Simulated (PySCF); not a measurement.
**TDDFT beside published excitation energies**

Published values to compare with (the computed states carry no symmetry labels, so the two lists aren't matched line by line):

| state | E (eV) | f | kind of transition | source |
| --- | --- | --- | --- | --- |
| 3A2(n→π*) | 7.06 |  | vertical absorption | [1] |
| 1A2(n→π*) | 7.29 |  | vertical absorption | [2] |
| 1A2(n→π*) | 7.31 |  | vertical absorption | [1] |

[1] computed, theoretical best estimate (aug-cc-pVTZ, frozen core, CC3 geometry), gas; Veril, Scemama, Caffarel, Lipparini, Boggio-Pasqua, Jacquemin, Loos, WIREs Comput. Mol. Sci. 2021, 11, e1517 (QUESTDB)
[2] computed, theoretical best estimate (aug-cc-pVTZ), revised with CC4, gas; Loos, Lipparini, Matthews, Blondel, Jacquemin, revising reference values with EOM-CC4 (2022), arXiv:2204.11658

Compound: carbonyl fluoride, CF2O.
SMILES: `O=C(F)F`

Method used: TDDFT CAM-B3LYP/def2-SVPD, vertical, gas phase, core orbitals frozen in the response in PySCF 2.14.0, density-fitted response routines. Geometry: PBE0-D3(BJ)/def2-SVP; no solvent, vibrations or thermal averaging.

Computed singlets: 7.10 eV (f 0.000); 9.23 eV (f 0.031); 10.14 eV (f 0.181); 10.33 eV (f 0.007); 10.64 eV (f 0.000); 10.84 eV (f 0.009); 11.67 eV (f 0.000); 11.73 eV (f 0.001); 11.86 eV (f 0.029); 11.98 eV (f 0.002). Computed triplets (Tamm–Dancoff): 6.57, 7.12, 8.97, 9.92 eV.

Q: How does the lowest computed triplet compare with the best estimate listed for the lowest triplet (vertical absorption)?

A: 6.57 eV against 7.06 eV for 3A2(n→π*) [1]: a difference of -0.49 eV. Geometry and basis of the two calculations needn't be the same.

Note on [2]: revises the 2021 QUESTDB value.

All these states lie below the vertical ionisation energy of 13.71 eV (ΔSCF).

Time: 8.9 s wall; peak memory 0.39 GiB. Hardware: Intel Xeon Platinum 8488C, one thread, shared host with 96 logical CPUs at a one-minute load of 15.
